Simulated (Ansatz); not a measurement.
HOB, singlet in cc-pVTZ: errors against RCCSDT(Q)

Geometry: a PBE0/def2-TZVP stationary point for this spin, not checked as a minimum.

```yaml
atoms:
  - { symbol: B, position_ang: [0.0000, 0.0000, 1.1655] }
  - { symbol: O, position_ang: [0.0000, 0.0000, -0.1066] }
  - { symbol: H, position_ang: [0.0000, 0.0000, -1.0588] }
```

Basis cc-pVTZ; Ansatz 0.2.0. Correlated methods freeze the noble-gas cores, which leaves 10 electrons in 72 orbitals. Prefix R: restricted or restricted open-shell reference. Active spaces: valence = (10e, 9o) chosen from the atoms' valence shells.

Full CI isn't at hand for all of this; RCCSDT(Q) serves as the reference, and is uncertain by the last step of the cluster series or more.

* UHF ⟨S²⟩: 0.000
* T1 diagnostic (RCCSD): 0.0157
* largest doubles amplitude (RCCSD): 0.084

Q: From what is known of these methods and the diagnostics, rank them by the size of their error in total energy against RCCSDT(Q) in cc-pVTZ, smallest first (an estimate: the text doesn't fix the numbers).
A. RHF
B. CASSCF (valence space)
C. RCCSDT
D. RMP2
E. NEVPT2 (valence space)

A: C (18 meV), D (747 meV), E (1500 meV), B (5735 meV), A (9301 meV).

All errors are against RCCSDT(Q) in cc-pVTZ. Within each family the higher level lies nearer, as is usual though not guaranteed.

Natural occupations of CASSCF (valence space) about the gap: 1.999 1.987 1.980 1.976 1.976 0.024 0.024 0.019 0.014; effectively unpaired electrons, Σ n²(2−n)², 0.01.

Atomization energy (electronic, same basis, no zero-point term; atoms at the same level, unrestricted beside the R rows where the molecule is a closed shell, with restricted open-shell steps beyond CCSDT(Q)) at RCCSDT(Q): 1062.1 kJ/mol. Errors of other levels:

| level | error (kJ/mol) |
| --- | --- |
| RHF | -296.1 |
| RMP2 | 37.6 |
| RCCSD | -22.6 |
| RCCSD(T) | -0.5 |
| BCCD(T) | 0.2 |
| RCCSDT | -1.6 |
| CASSCF (valence space) | -15.9 |
| NEVPT2 (valence space) | -43.4 |

This basis is far from its limit, so the value isn't to be set against a measured one.
